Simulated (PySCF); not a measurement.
Molecule: `C=CS(C)(=O)=O`, C3H6O2S.

Cartesian coordinates in Å; atom numbers follow the order of the lines, from 1:
```xyz
12

C     1.978   -0.079    0.753
C     1.090    0.191   -0.198
S    -0.551    0.698    0.260
C    -1.588   -0.631   -0.325
O    -0.636    0.711    1.719
O    -0.867    1.885   -0.527
H     3.014   -0.329    0.512
H     1.676   -0.037    1.805
H     1.296    0.204   -1.272
H    -1.472   -0.734   -1.411
H    -1.326   -1.555    0.206
H    -2.614   -0.322   -0.081
```

Geometry PBE0-D3(BJ)/def2-SVP throughout; GIAO in PySCF 2.14, gas phase, one conformer, non-relativistic; equivalent atoms averaged; functional PBE0.

(1) How do the shifts δ (against TMS, CS2, H2O at the same level) depend on the basis set? (ppm; last column core-seconds on shared hosts with different chips, so compare them loosely)

(2) Which nucleus moves most, in ppm?

(3) Taking the largest basis, pcSseg-2 (307 functions), as the yardstick, rank the others by their worst heavy-atom deviation.

## Answers

(1) 
```tsv
basis set	functions	C2	C1	C4	S3	O5/O6	H9	H8	H7	H10/H11/H12	core-s
STO-3G	40	117.8	107.4	27.2	-66.9	114.7	6.13	5.98	5.84	1.78	3.2
6-31G	70	137.8	127.3	44.8	223.6	160.7	6.54	7.15	6.58	2.44	6.4
pcSseg-0	70	154.9	144.3	53.6	269.5	211.6	6.59	7.23	6.88	3.07	4.3
6-31G*	100	133.0	125.9	40.2	276.1	169.9	6.29	6.52	6.04	2.18	8.9
def2-SVP	118	140.9	129.4	43.3	279.9	194.1	6.43	6.68	6.16	2.45	10
cc-pVDZ	118	141.5	129.5	42.9	262.9	193.7	6.42	6.70	6.11	2.39	8.2
pcSseg-1	139	148.1	137.7	46.1	287.3	210.2	6.57	6.79	6.35	2.60	11
aug-cc-pVDZ	196	141.4	128.9	43.0	265.8	185.6	6.91	6.97	6.34	2.68	17
6-311+G(2d,p)	206	146.5	134.8	44.8	319.2	207.2	6.81	6.84	6.21	2.64	23
def2-TZVP	228	147.2	136.7	44.3	337.0	212.0	6.83	6.86	6.24	2.54	28
cc-pVTZ	268	145.8	135.4	43.9	295.6	203.9	6.82	6.87	6.25	2.56	26
IGLO-III	279	151.3	139.6	45.6	330.2	215.7	6.83	6.88	6.25	2.63	26
pcSseg-2	307	151.6	141.3	44.9	324.0	209.7	6.79	6.88	6.28	2.50	36
```

(2) S3 (sulfone sulfur): from -66.9 ppm with STO-3G to 337.0 ppm with def2-TZVP. The smallest spread is 0.78 ppm, at H9. Proton shifts span only some 12 ppm, so a few tenths of a ppm matter as much there as several ppm in carbon.

(3) IGLO-III 6.2 ppm (279 functions), 6-311+G(2d,p) 6.5 ppm (206 functions), def2-TZVP 13.0 ppm (228 functions), cc-pVTZ 28.4 ppm (268 functions), pcSseg-1 36.6 ppm (139 functions), def2-SVP 44.1 ppm (118 functions), 6-31G* 47.9 ppm (100 functions), pcSseg-0 54.5 ppm (70 functions), aug-cc-pVDZ 58.1 ppm (196 functions), cc-pVDZ 61.1 ppm (118 functions), 6-31G 100.4 ppm (70 functions), STO-3G 390.8 ppm (40 functions).

A small basis that lands close on one nucleus may do so by chance; judge by the trend and by all nuclei.
